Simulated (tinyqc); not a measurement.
Worked calculation: MP2 on RHF in the sto-3g basis, for LiH, spin multiplicity 1. One step of it, computed by the program tinyqc.

Task: Iteration 1: building the Fock matrix. J_ij = sum D_kl (ij|kl), K_ij = sum D_kl (ik|jl); F = H + J - 0.5 K; E = tr D H + tr D J / 2 - 0.25 tr D K + E_nn.

D at the start, lower triangle:
```
            1Li 1s    1Li 2s   1Li 2px   1Li 2py   1Li 2pz     2H 1s
1Li 1s    2.075413
1Li 2s   -0.229832  1.045464
1Li 2px   0.000000  0.000000  0.000000
1Li 2py   0.000000  0.000000  0.000000  0.000000
1Li 2pz  -0.001148  0.013048  0.000000  0.000000  0.004834
2H 1s    -0.001446  0.081371  0.000000  0.000000  0.064004  0.855726
```

core Hamiltonian H = T + V (hartree), lower triangle:
```
            1Li 1s     1Li 2s    1Li 2px    1Li 2py    1Li 2pz      2H 1s
1Li 1s   -4.735595
1Li 2s   -1.064031  -1.395200
1Li 2px   0.000000   0.000000  -1.135240
1Li 2py   0.000000   0.000000   0.000000  -1.135240
1Li 2pz  -0.015979  -0.121833   0.000000   0.000000  -1.233122
2H 1s    -0.298256  -0.689466   0.000000   0.000000  -0.835265  -1.452568
```

Two-electron integrals (ij|kl) in chemists' order, unique and non-zero (hartree):
```
(11|11) 1.680395   (21|11) 0.265420   (21|21) 0.049941   (22|11) 0.397727
(22|21) 0.092860   (22|22) 0.290562   (31|31) 0.008981   (32|31) 0.013788
(32|32) 0.064184   (33|11) 0.396640   (33|21) 0.092880   (33|22) 0.290497
(33|33) 0.312946   (41|41) 0.008981   (42|41) 0.013788   (42|42) 0.064184
(43|43) 0.016869   (44|11) 0.396640   (44|21) 0.092880   (44|22) 0.290497
(44|33) 0.279207   (44|44) 0.312946   (51|51) 0.008981   (52|51) 0.013788
(52|52) 0.064184   (53|53) 0.016869   (54|54) 0.016869   (55|11) 0.396640
(55|21) 0.092880   (55|22) 0.290497   (55|33) 0.279207   (55|44) 0.279207
(55|55) 0.312946   (61|11) 0.070303   (61|21) 0.013294   (61|22) 0.025147
(61|33) 0.024851   (61|44) 0.024851   (61|51) 0.001571   (61|52) 0.003037
(61|55) 0.025750   (61|61) 0.003868   (62|11) 0.149697   (62|21) 0.035295
(62|22) 0.114927   (62|33) 0.109213   (62|44) 0.109213   (62|51) 0.005759
(62|52) 0.033541   (62|55) 0.126234   (62|61) 0.011194   (62|62) 0.073221
(63|31) 0.002982   (63|32) 0.013465   (63|53) 0.005301   (63|63) 0.005543
(64|41) 0.002982   (64|42) 0.013465   (64|54) 0.005301   (64|64) 0.005543
(65|11) 0.181033   (65|21) 0.043168   (65|22) 0.146050   (65|33) 0.136279
(65|44) 0.136279   (65|51) 0.008960   (65|52) 0.051313   (65|55) 0.165412
(65|61) 0.014298   (65|62) 0.102293   (65|65) 0.145249   (66|11) 0.328296
(66|21) 0.078812   (66|22) 0.280406   (66|33) 0.256070   (66|44) 0.256070
(66|51) 0.015140   (66|52) 0.105526   (66|55) 0.328689   (66|61) 0.026240
(66|62) 0.221103   (66|65) 0.321459   (66|66) 0.774606
```

nuclear repulsion = 0.98850039 hartree

Give: Coulomb J; exchange K; Fock matrix F; total energy of this density.

Result:

Coulomb J (hartree), lower triangle:
```
         1Li 1s  1Li 2s  1Li 2px  1Li 2py  1Li 2pz   2H 1s
1Li 1s   4.1115
1Li 2s   0.7041  1.3652
1Li 2px  0.0000  0.0000   1.3398
1Li 2py  0.0000  0.0000   0.0000   1.3398
1Li 2pz  0.0154  0.1040   0.0000   0.0000   1.4086
2H 1s    0.1924  0.6303   0.0000   0.0000   0.8210  1.6825
```

exchange K (hartree), lower triangle:
```
         1Li 1s  1Li 2s  1Li 2px  1Li 2py  1Li 2pz   2H 1s
1Li 1s   3.4232
1Li 2s   0.5599  0.4506
1Li 2px  0.0000  0.0000   0.0871
1Li 2py  0.0000  0.0000   0.0000   0.0871
1Li 2pz  0.0189  0.1179   0.0000   0.0000   0.2347
2H 1s    0.1770  0.3675   0.0000   0.0000   0.3617  0.8227
```

Fock matrix F (hartree), lower triangle:
```
          1Li 1s   1Li 2s  1Li 2px  1Li 2py  1Li 2pz    2H 1s
1Li 1s   -2.3357
1Li 2s   -0.6399  -0.2553
1Li 2px   0.0000   0.0000   0.1610
1Li 2py   0.0000   0.0000   0.0000   0.1610
1Li 2pz  -0.0100  -0.0768   0.0000   0.0000   0.0581
2H 1s    -0.1944  -0.2430   0.0000   0.0000  -0.1951  -0.1814
```

total energy of this density = -7.666218 hartree

This density is the starting one; it is not idempotent, so its energy is not variational and may lie below the converged one.
